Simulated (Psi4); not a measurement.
**singlet [BNH3]+: levels of theory compared**

Wanted: a comparison of 3 runs (DSD-PBEP86/def2-TZVPP, wB97X-V/def2-TZVPP, MP3/def2-TZVPP) of singlet [BNH3]+. 

The results are computed with Psi4 1.11.

1 further run of the same task is left out (it didn't finish).

## 1. Starting point

[BNH3]+ has 5 atoms, charge +1, and is taken as a singlet. As SMILES of the parent species, `B[NH]`. The coordinates come from a PBE0-D4/def2-TZVP relaxation. That shape belongs to the parent species and isn't relaxed for this state.

Bond lengths: B1–N2 1.329 Å, B1–H3 1.210 Å, B1–H4 1.204 Å, N2–H5 0.999 Å. Angles: B1–N2–H5 163.9°, N2–B1–H3 118.8°, N2–B1–H4 121.2°, H3–B1–H4 119.9°.

## 2. A single-point energy at DSD-PBEP86/def2-TZVPP (density fitting for correlation) (run 1)

Input file bh3n.in:

```
memory 1.6 GB

molecule m {
  1 1
  B
  N 1 1.328668
  H 1 1.210262 2 118.81381
  H 1 1.203621 3 119.94922 2 179.99546
  H 2 0.999182 1 163.93826 4 179.85312
  symmetry c1
  no_reorient
  no_com
}

set globals {
  puream               true
  e_convergence        1e-09
  d_convergence        1e-08
  scf_type             pk
  dft_radial_points    99
  dft_spherical_points 590
  num_frozen_docc      2
}

result, w = energy("dsd-pbep86/def2-TZVPP", return_wfn=True)
```

Command:

```sh
$ psi4 bh3n.in bh3n.out -n 1
```

bh3n.out:

```text
[...]
  Running in c1 symmetry.
[...]
  Nuclear repulsion =   27.148139970982687
[...]
  Multiplicity = 1
[...]
  Nalpha       = 7
  Nbeta        = 7
[...]
    Number of basis functions: 104
[...]
   @RKS iter   1:   -80.60502552665156   -4.00537e-01   2.87655e-03 DIIS/ADIIS
[...]
   @RKS iter  12:   -80.67444125583894   -8.48388e-12   8.07167e-09 DIIS
[...]
    Orbital Energies [Eh]
    ---------------------
    Doubly Occupied:
       1A    -15.546237     2A     -7.604506     3A     -1.375164
       4A     -1.036300     5A     -0.823898     6A     -0.762464
       7A     -0.754006
[...]
  @RKS Final Energy:   -80.67444125583894
   => Energetics <=
    Nuclear Repulsion Energy =             27.1481399709826867
    One-Electron Energy =                -157.4602764497613805
    Two-Electron Energy =                  52.9608182809902530
    DFT Exchange-Correlation Energy =      -3.3231230580505176
    Empirical Dispersion Energy =           0.0000000000000000
    VV10 Nonlocal Energy =                  0.0000000000000000
    Total Energy =                        -80.6744412558389428
[...]
 Multipole Moments:
 ------------------------------------------------------------------------------------
     Multipole            Electronic (a.u.)      Nuclear  (a.u.)        Total (a.u.)
 ------------------------------------------------------------------------------------
 L = 1.  Multiply by 2.5417464519 to convert [e a0] to [Debye]
 Dipole X            :          0.0000435            0.0005645            0.0006080
 Dipole Y            :         -0.0950638            0.2679612            0.1728974
 Dipole Z            :          0.4407362           -0.2938468            0.1468894
 Magnitude           :                                                    0.2268708
[...]
```

It took 41 s on 1 thread of Intel Xeon at 2.50GHz (Skylake/Cascade Lake), shared host; peak memory 0.64 GiB.

## 3. The energy at wB97X-V/def2-TZVPP (run 2)

Input file input.inp:

```
memory 1600 MB

molecule mol {
  1 1
  B     -0.310800    -0.370100    -0.091600
  N      0.531200     0.655200    -0.019800
  H     -0.414800    -1.107400     0.862500
  H     -0.964100    -0.573100    -1.081900
  H      1.208400     1.321700     0.289300
  symmetry c1
}

set {
  puream               true
  e_convergence        1e-09
  d_convergence        1e-08
  scf_type             pk
  dft_radial_points    99
  dft_spherical_points 590
}

energy("wb97x-v/def2-TZVPP")
```

Command:

```sh
$ psi4 input.inp input.out -n 1
```

input.out:

```text
[...]
  Running in c1 symmetry.
[...]
  Nuclear repulsion =   27.148135806541628
[...]
  Multiplicity = 1
[...]
  Nalpha       = 7
  Nbeta        = 7
[...]
    Number of basis functions: 104
[...]
   @RKS iter   1:   -80.89756519347230   -4.02612e-01   3.32270e-03 DIIS/ADIIS
[...]
   @RKS iter  11:   -80.96227849276394   -8.24230e-12   7.16680e-09 DIIS
[...]
    Orbital Energies [Eh]
    ---------------------
    Doubly Occupied:
       1A    -14.807903     2A     -7.156443     3A     -1.300323
       4A     -1.003978     5A     -0.835559     6A     -0.788109
       7A     -0.739287
[...]
  @RKS Final Energy:   -80.96227849276394
   => Energetics <=
    Nuclear Repulsion Energy =             27.1481358065416281
    One-Electron Energy =                -157.6251425936569319
    Two-Electron Energy =                  57.4852111401025354
    DFT Exchange-Correlation Energy =      -8.0290620439563227
    Empirical Dispersion Energy =           0.0000000000000000
    VV10 Nonlocal Energy =                  0.0585791982051418
    Total Energy =                        -80.9622784927639429
[...]
 Multipole Moments:
 ------------------------------------------------------------------------------------
     Multipole            Electronic (a.u.)      Nuclear  (a.u.)        Total (a.u.)
 ------------------------------------------------------------------------------------
 L = 1.  Multiply by 2.5417464519 to convert [e a0] to [Debye]
 Dipole X            :          0.1332082           -0.1195010            0.0137072
 Dipole Y            :          0.2165508           -0.2989976           -0.0824467
 Dipole Z            :         -0.0743544            0.2333867            0.1590323
 Magnitude           :                                                    0.1796569
[...]
```

It took 2.4 min on 1 thread of Intel Xeon at 2.50GHz (Skylake/Cascade Lake), shared host; peak memory 0.76 GiB.

## 4. The energy at MP3/def2-TZVPP (run 3)

Input file bh3n.json:

```json
{
  "schema_name": "qcschema_input",
  "schema_version": 1,
  "molecule": {
    "schema_name": "qcschema_molecule",
    "schema_version": 2,
    "symbols": ["B", "N", "H", "H", "H"],
    "geometry": [-0.58732688, -0.69938764, -0.17309891, 1.00382252, 1.23814856, -0.03741658, -0.7838584, -2.09268271, 1.62988878, -1.82188496, -1.08300204, -2.04449469, 2.28354505, 2.49765102, 0.54669777],
    "molecular_charge": 1,
    "molecular_multiplicity": 1,
    "fix_symmetry": "c1"
  },
  "driver": "energy",
  "model": {
    "method": "mp3",
    "basis": "def2-TZVPP"
  },
  "keywords": {
    "puream": true,
    "e_convergence": 1e-09,
    "d_convergence": 1e-08,
    "scf_type": "pk",
    "num_frozen_docc": 2,
    "mp_type": "conv"
  }
}
```

Command:

```sh
$ psi4 --qcschema bh3n.json -n 1 --memory 1600MB
```

stdout:

```text
[...]
  Running in c1 symmetry.
[...]
  Nuclear repulsion =   27.148135794361355
[...]
  Multiplicity = 1
[...]
  Nalpha       = 7
  Nbeta        = 7
[...]
    Number of basis functions: 104
[...]
   @RHF iter   1:   -80.39368701372338   -5.03294e-01   2.64470e-03 DIIS/ADIIS
[...]
   @RHF iter  14:   -80.48472044450216   -3.22871e-11   7.53109e-09 DIIS
[...]
    Orbital Energies [Eh]
    ---------------------
    Doubly Occupied:
       1A    -15.996758     2A     -7.900866     3A     -1.478594
       4A     -1.112699     5A     -0.867765     6A     -0.821750
       7A     -0.795144
[...]
  @RHF Final Energy:   -80.48472044450216
   => Energetics <=
    Nuclear Repulsion Energy =             27.1481357943613553
    One-Electron Energy =                -157.3185614755039410
    Two-Electron Energy =                  49.6857052366404091
    Total Energy =                        -80.4847204445021589
[...]
 Multipole Moments:
 ------------------------------------------------------------------------------------
     Multipole            Electronic (a.u.)      Nuclear  (a.u.)        Total (a.u.)
 ------------------------------------------------------------------------------------
 L = 1.  Multiply by 2.5417464519 to convert [e a0] to [Debye]
 Dipole X            :          0.3730661           -0.1195010            0.2535650
 Dipole Y            :          0.5129148           -0.2989976            0.2139172
 Dipole Z            :         -0.0604334            0.2333867            0.1729532
 Magnitude           :                                                    0.3741238
[...]
	SCS-MP2 Total Energy (a.u.)        :   -80.76707542390264
	SOS-MP2 Total Energy (a.u.)        :   -80.77095123819421
[...]
	SOS-PI-MP2 Total Energy (a.u.)     :   -80.79296899155514
[...]
	MP2 Total Energy (a.u.)            :   -80.75932379531953
[...]
	SCS-MP3 Total Energy (a.u.)        :   -80.77269109962896
[...]
	MP3 Total Energy (a.u.)            :   -80.78178649822482
[...]
```

The result, in JSON:

```text
{
 "driver": "energy",
 "model": {
  "method": "mp3",
  "basis": "def2-TZVPP"
 },
 "success": true,
 "return_result": -80.78178649822482,
 "properties": {
  "calcinfo_nbasis": 104,
  "calcinfo_nmo": 104,
  "calcinfo_nalpha": 7,
  "calcinfo_nbeta": 7,
  "calcinfo_natom": 5,
  "nuclear_repulsion_energy": 27.148135794361355,
  "return_energy": -80.78178649822482,
  "scf_one_electron_energy": -157.31856147550394,
  "scf_two_electron_energy": 49.68570523664041,
  "scf_dipole_moment": [0.25356504127433, 0.2139171942391871, 0.17295321674870995],
  "scf_total_energy": -80.48472044450216,
  "scf_iterations": 14,
  "mp2_same_spin_correlation_energy": -0.054425817208098345,
  "mp2_opposite_spin_correlation_energy": -0.2201775336092775,
  "mp2_singles_energy": 0.0,
  "mp2_doubles_energy": -0.27460335081737586,
  "mp2_correlation_energy": -0.2746033508173724,
  "mp2_total_energy": -80.75932379531953
 }
}
```

Wall time 42 s (1 thread of Intel Xeon at 2.50GHz (Skylake/Cascade Lake), shared host); peak memory 1.5 GiB.

## 5. The series

```
run                                                    level  fitting correlation  frozen core orbitals  energy (Eh)  HOMO energy (eV)  LUMO energy (eV)  HOMO–LUMO gap (eV)  wall time
  1  DSD-PBEP86/def2-TZVPP (density fitting for correlation)      density fitting                     2   -80.830029            -20.52            -10.53                9.99       41 s
  2                                       wB97X-V/def2-TZVPP                    –                     0   -80.962278            -20.12            -10.83                9.29    2.4 min
  3                                           MP3/def2-TZVPP                 none                     2   -80.781786            -21.64             -8.66               12.98       42 s
```

## 6. Summary of results

| quantity | value |
| --- | --- |
| run 3: total energy | -80.78179 Eh |
| run 3: HOMO energy (Hartree–Fock orbitals) | -21.64 eV |
| run 3: LUMO energy (Hartree–Fock orbitals) | -8.66 eV |
| run 3: HOMO–LUMO gap (Hartree–Fock orbitals) | 12.98 eV |
| run 3: correlation energy (2 core orbitals frozen) | -297.1 mEh |

In words: Totals of different functionals can't be ranked against each other. All runs together took 3.7 min, the longest 2.4 min.
